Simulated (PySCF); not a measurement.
**Phosphorus: highly charged ions in a basis for the neutral atom**

P⁹⁺ [He] 2s2 2p2, P¹⁰⁺ [He] 2s2 2p1. Calculation: PySCF 2.14, in aug-cc-pVDZ-DK; scalar relativity by spin-free X2C-1e. No spin-orbit coupling, so a gap to NIST mixes the basis error with missing relativistic terms.

Changed run: basis of the neutral atom used for a highly charged ion. This setting is unsound on purpose.

```json
{"species": "P⁹⁺", "method": "UHF", "sound run (hartree)": "not run", "changed run (hartree)": "-291.78479", "converged": "yes"}
{"species": "P⁹⁺", "method": "M06-2X", "sound run (hartree)": "not run", "changed run (hartree)": "-292.00508", "converged": "yes"}
{"species": "P⁹⁺", "method": "PBE0", "sound run (hartree)": "not run", "changed run (hartree)": "-291.86790", "converged": "yes"}
{"species": "P¹⁰⁺", "method": "UHF", "sound run (hartree)": "not run", "changed run (hartree)": "-276.12372", "converged": "yes"}
{"species": "P¹⁰⁺", "method": "M06-2X", "sound run (hartree)": "not run", "changed run (hartree)": "-276.32571", "converged": "yes"}
{"species": "P¹⁰⁺", "method": "PBE0", "sound run (hartree)": "not run", "changed run (hartree)": "-276.18341", "converged": "yes"}
```

Ionisation energy of P⁹⁺:

```tsv
method	changed run (eV)	NIST (eV)
UHF	426.16	424.4 ± 0.09
M06-2X	426.66	424.4 ± 0.09
PBE0	426.80	424.4 ± 0.09
```

The contracted functions were made for the neutral atom and can be too rigid for a highly charged ion.
